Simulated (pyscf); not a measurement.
Single points on ωB97X-D3(BJ)/def2-SVP structures (PySCF, gas phase).

Task: Estimate the classical barrier height and the reaction energy of HF (SMILES F) + F–Mo(F)(F)–F (SMILES [F][Mo]([F])([F])[F]) [singlet] → F–MoH(F)(F)(F)–F (SMILES [F][MoH]([F])([F])([F])[F]) at B3LYP-D3(BJ)/def2-TZVP. The step runs on the singlet surface, breaks F–H and forms F–Mo, H–Mo; take the separated reactants as zero.

Result: ΔE‡ = 13.4 kcal/mol, ΔE = -6.0 kcal/mol. ωB97M-D3(BJ)/def2-TZVP gives 20.5 kcal/mol and +3.5 kcal/mol. Zero-point energy shifts the barrier by +0.2 kcal/mol. It is an insertion, with an imaginary mode of 1037i cm⁻¹. On the reactant side the descent ends in an adduct with a F–Mo contact, 4.6 kcal/mol under the separated species and 22.7 kcal/mol under the saddle at ωB97X-D3(BJ)/def2-TZVP. What is counted as formed (F–Mo) is already present as a longer contact in the reactant adduct; forming that adduct is a step of its own. At ωB97X-D3(BJ)/def2-TZVP the barrier from the zero used here is 18.0 kcal/mol. F–Mo(F)(F)–F [singlet] is an excited spin state, 14.6 kcal/mol over the triplet at ωB97X-D3(BJ)/def2-TZVP. One saddle was located; it need not be the lowest between these sides. A restricted singlet here is unstable towards spin polarisation, as is usual where a triplet lies low; its energy is less safe. Elements past Kr carry the def2 core potentials, without spin-orbit coupling.
